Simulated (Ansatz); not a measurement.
# LiF (singlet): wave-function methods side by side, 6-31G

The task here is to estimate one member of a computed series from the others.

The runs use Ansatz 0.2.0, Gaussian basis; 6-31G, core rule «outside noble gas», up to 2 orbitals frozen.

The runs, in order: UHF; CCSD(T) on RHF; BCCD(T) on RHF; CISD; CCSDT(Q) on RHF; CISDTQ; CCSDTQ on RHF; Full CI.

20 further runs of the same task are left out: 11 for a known fault of the program, 9 set aside as unsound or not needed.

**The geometry**

The geometry is an MP2(full)/6-31G* stationary point (not a proven minimum).

2 atoms, charge 0, spin multiplicity 1.

Atoms are counted from 1 here; the program's logs count them from 0.

Bond lengths: Li1–F2 1.567 Å.

Set-up of the first run:

in.yaml

```yaml
crystal:
  periodic: [false, false, false]
  atoms:
    - {symbol: Li, position_ang: [0.000000, 0.000000, 0.000000]}
    - {symbol: F, position_ang: [0.000000, 0.000000, 1.566620]}
basis:
  gaussian: {orbitals: 6-31G}
magnetization: {spin_polarized: true, initial_magnetization: 0}
hamiltonian: {xc: hf}
output: {orbitals: {seedname: orbitals}}
```

Started as:

```bash
$ ansatz run in.yaml --threads 1 --pin off --events-out ev --progress --plain --max-ram 8192MiB --backend cpu
```

Steps of the session up to this table: UHF; CCSD(T) on RHF; BCCD(T) on RHF; CISD; CCSDT(Q) on RHF; CISDTQ; CCSDTQ on RHF; Full CI.

One table of the session follows, with a row left open; its other results are not shown here.

It belongs to the step «Misses and costs». 

| method | from FCI (meV) |
| --- | --- |
| RHF | +3718.6 |
| RMP2 | +19.2 |
| CISD | ? |
| RCCSD | +53.9 |
| RCCSD(T) | +13.7 |
| BCCD(T) | +8.1 |
| RCCSDT | +9.3 |
| CISDTQ | +6.1 |
| RCCSDT(Q) | -2.2 |
| RCCSDTQ | -0.2 |
| FCI | 0 |

Q: Estimate the row for CISD from the others.

**Answer.** from FCI (meV): +187.5. In the column «from FCI (meV)» it lies between RCCSD (+53.9) and RHF (+3718.6).

With the free atoms at the same levels and basis (separate runs), the atomisation energy is 4.891 eV at FCI, 4.881 eV at RCCSD(T), 3.505 eV at RHF.

Limits of these values: RCCSDT(Q) falls below full CI, which methods that aren't variational can do.
